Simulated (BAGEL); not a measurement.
# Two attempts at triplet C2H6O3S

Aim: a single-point energy of triplet C2H6O3S at UHF/6-31G* (density fitting with cc-pvqz-jkfit, spherical functions).

The calculation is run with BAGEL 1.2.2.

2 further runs of the same task are left out: 2 set aside as unsound or not needed. Runs told in other sessions of the task aren't counted.

## (1) The molecule

C2H6O3S: 12 atoms, total charge 0, spin state triplet. As SMILES of the parent species, `COS(=O)OC`. Geometry: relaxed at PBE0-D4/def2-TZVP. This is one conformer, not always the lowest. That shape belongs to the parent species and isn't relaxed for this state.

Bond lengths: C1–O2 1.424 Å, O2–S3 1.631 Å, S3–O4 1.441 Å, S3–O5 1.613 Å, O5–C6 1.432 Å, C1–H7 1.089 Å, C1–H8 1.093 Å, C1–H9 1.094 Å, C6–H10 1.090 Å, C6–H11 1.092 Å, C6–H12 1.088 Å. Some angles: C1–O2–S3 114.5°, O2–S3–O4 102.7°, O2–S3–O5 99.5°, O4–S3–O5 108.6°, S3–O5–C6 117.3°, O2–C1–H7 106.4°, O2–C1–H8 110.8°, O2–C1–H9 111.3°, O5–C6–H10 110.4°, O5–C6–H11 110.6°.

## (2) The input as first written

The input, calc.json:

```json
{ "bagel": [

{
  "title": "molecule",
  "basis": "6-31gs.json",
  "df_basis": "cc-pvqz-jkfit",
  "angstrom": "true",
  "geometry": [
    { "atom": "C", "xyz": [      -1.140150,      -1.448190,       0.686670 ] },
    { "atom": "O", "xyz": [      -0.338820,      -1.161560,      -0.455050 ] },
    { "atom": "S", "xyz": [       1.199130,      -0.739170,      -0.113760 ] },
    { "atom": "O", "xyz": [       1.781070,      -0.580910,      -1.422670 ] },
    { "atom": "O", "xyz": [       0.939620,       0.723290,       0.515360 ] },
    { "atom": "C", "xyz": [       0.489430,       1.751500,      -0.374670 ] },
    { "atom": "H", "xyz": [      -2.002510,      -2.005860,       0.325640 ] },
    { "atom": "H", "xyz": [      -1.471570,      -0.526130,       1.170270 ] },
    { "atom": "H", "xyz": [      -0.594160,      -2.058900,       1.412250 ] },
    { "atom": "H", "xyz": [       1.184730,       1.864290,      -1.206450 ] },
    { "atom": "H", "xyz": [      -0.506220,       1.519170,      -0.756880 ] },
    { "atom": "H", "xyz": [       0.459460,       2.662460,       0.219290 ] }
  ]
},

{ "title": "rohf", "nopen": 2 },

{ "title": "print", "file": "orbitals.molden", "orbitals": "true" }

]}
```

The basis set 6-31G* is read from a file made from the Basis Set Exchange's data (not shown).

Command:

```sh
BAGEL_NUM_THREADS=1 BAGEL calc.json > calc.out
```

Log:

```text
* using 1 threads per process

  ===============================================================
  ===============================================================

  *** Geometry ***

  { "atom" : "C", "xyz" : [     -2.154571,     -2.736682,      1.297618 ] },
  { "atom" : "O", "xyz" : [     -0.640277,     -2.195030,     -0.859920 ] },
  { "atom" : "S", "xyz" : [      2.266027,     -1.396829,     -0.214975 ] },
  { "atom" : "O", "xyz" : [      3.365735,     -1.097761,     -2.688457 ] },
  { "atom" : "O", "xyz" : [      1.775624,      1.366820,      0.973889 ] },
  { "atom" : "C", "xyz" : [      0.924889,      3.309855,     -0.708024 ] },
  { "atom" : "H", "xyz" : [     -3.784195,     -3.790526,      0.615370 ] },
  { "atom" : "H", "xyz" : [     -2.780864,     -0.994242,      2.211490 ] },
  { "atom" : "H", "xyz" : [     -1.122800,     -3.890757,      2.668766 ] },
  { "atom" : "H", "xyz" : [      2.238815,      3.522998,     -2.279860 ] },
  { "atom" : "H", "xyz" : [     -0.956617,      2.870815,     -1.430296 ] },
  { "atom" : "H", "xyz" : [      0.868254,      5.031320,      0.414398 ] },

  Number of auxiliary basis functions:      984

  Since a DF basis is specified, we compute 2- and 3-index integrals:
    o Being stored without compression. Storage requirement is 0.079 GB

  Number of basis functions:      100
  Number of electrons      :       58

    * METHOD: MOLECULE                             1.50

  *** Open-shell HF ***

  === Nuclear Repulsion ===
   353.4320532807

      * DIIS with orbital gradients will be used.

  === ROHF iteration (6-31gs.json) ===
      0       -700.61960370          0.03931291           0.79
      1       -700.81173124          0.03019087           0.78
      2       -700.89633074          0.02201373           0.78
      3       -700.99742245          0.00190606           0.78
      4       -700.99903816          0.00097482           0.79
      5       -701.00015440          0.00049176           0.79
      6       -701.00075262          0.00033014           0.78
      7       -701.00112224          0.00028151           0.79
      8       -701.00150695          0.00022711           0.78
      9       -701.00181094          0.00021408           0.78
[... 86 lines of this table left out ...]
     96       -701.00283102          0.00026675           0.80
     97       -701.00323663          0.00018921           0.80
     98       -701.00324278          0.00021180           0.80
     99       -701.00307022          0.00019326           0.80
    * Max iteration reached in SCF.

    * S^2 (ROHF) is 2.0000

    * Permanent dipole moment:
           (    1.004334,    -0.329336,    -0.715835) a.u.

    * METHOD: ROHF                                79.41

    * METHOD: PRINT                                0.02

  ===============================================================
```

Run time: 81 s. Hardware: 1 thread of Arm Neoverse V2, shared host; peak memory 0.27 GiB.

## (3) Reading the log

No converged result was reached.

In place of `{ "title": "rohf", "nopen": 2 },` the sound input has `{ "title": "uhf", "nopen": 2 },`. The next try takes another reference, UHF in place of ROHF: a different method, not a cure for the first.

## (4) The mended input

Changes to calc.json since step 2:

```diff
@@ -23,3 +23,3 @@
 
-{ "title": "rohf", "nopen": 2 },
+{ "title": "uhf", "nopen": 2 },
```

The basis set 6-31G* is read from a file made from the Basis Set Exchange's data (not shown).

Command:

```sh
BAGEL_NUM_THREADS=1 BAGEL calc.json > calc.out
```

Log:

```text
* using 1 threads per process

  ===============================================================
  ===============================================================

  *** Geometry ***

  { "atom" : "C", "xyz" : [     -2.154571,     -2.736682,      1.297618 ] },
  { "atom" : "O", "xyz" : [     -0.640277,     -2.195030,     -0.859920 ] },
  { "atom" : "S", "xyz" : [      2.266027,     -1.396829,     -0.214975 ] },
  { "atom" : "O", "xyz" : [      3.365735,     -1.097761,     -2.688457 ] },
  { "atom" : "O", "xyz" : [      1.775624,      1.366820,      0.973889 ] },
  { "atom" : "C", "xyz" : [      0.924889,      3.309855,     -0.708024 ] },
  { "atom" : "H", "xyz" : [     -3.784195,     -3.790526,      0.615370 ] },
  { "atom" : "H", "xyz" : [     -2.780864,     -0.994242,      2.211490 ] },
  { "atom" : "H", "xyz" : [     -1.122800,     -3.890757,      2.668766 ] },
  { "atom" : "H", "xyz" : [      2.238815,      3.522998,     -2.279860 ] },
  { "atom" : "H", "xyz" : [     -0.956617,      2.870815,     -1.430296 ] },
  { "atom" : "H", "xyz" : [      0.868254,      5.031320,      0.414398 ] },

  Number of auxiliary basis functions:      984

  Since a DF basis is specified, we compute 2- and 3-index integrals:
    o Being stored without compression. Storage requirement is 0.079 GB

  Number of basis functions:      100
  Number of electrons      :       58

    * METHOD: MOLECULE                             1.54

  *** Open-shell HF ***

  === Nuclear Repulsion ===
   353.4320532807

      * DIIS with orbital gradients will be used.

  === UHF iteration (6-31gs.json) ===
      0       -700.61960370          0.03931291           0.82
      1       -700.82750145          0.02966699           0.81
      2       -700.91794017          0.02100214           0.81
      3       -701.00883408          0.00171350           0.80
      4       -701.01175737          0.00093970           0.80
      5       -701.01344950          0.00064300           0.79
      6       -701.01456541          0.00055388           0.80
      7       -701.01578418          0.00050742           0.80
      8       -701.01792036          0.00038154           0.78
      9       -701.01905566          0.00027551           0.80
[... 36 lines of this table left out ...]
     46       -701.01997547          0.00000002           0.79
     47       -701.01997547          0.00000001           0.79
     48       -701.01997547          0.00000001           0.78
     49       -701.01997547          0.00000001           0.78
    * SCF iteration converged.

    * S^2 (UHF) is 2.0491

    * Permanent dipole moment:
           (    0.924909,    -0.380559,    -0.447780) a.u.

    * METHOD: UHF                                 40.36

    * METHOD: PRINT                                0.02

  ===============================================================
```

It took 42 s on 1 thread of Arm Neoverse V2, shared host; peak memory 0.27 GiB.

## (5) Outcome

Level: UHF/6-31G* (density fitting with cc-pvqz-jkfit, spherical functions).

```
     quantity          value
 total energy  -701.01998 Eh
dipole moment         2.79 D
         ⟨S²⟩          2.049
```
